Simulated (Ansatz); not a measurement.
## Ansatz (development build ahead of 0.2.0) run

```yaml
crystal:
  periodic: [false, false, false]
  atoms:
    - { symbol: Na, position_ang: [0.0, 0.0, -1.33888] }
    - { symbol: S, position_ang: [0.0, 0.0, 1.33888] }
basis:
  gaussian: { orbitals: def2-SVP }
magnetization:
  initial_magnetization: 1
hamiltonian:
  xc: hf
correlation:
  method: ccsd_t
  frozen_orbitals: { Na: 1, S: 5 }
```

The input is written out in the form of the current development build from the run's settings. Correlation on restricted open-shell orbitals is semicanonical, with singles.

Results

| Quantity | Value |
| --- | --- |
| Converged | yes |
| Reference energy | -559.20441 hartree |
| Correlation energy | -0.12958 hartree |
| Total energy | -559.33399 hartree |
| Stability test | minimum among restricted orbitals |
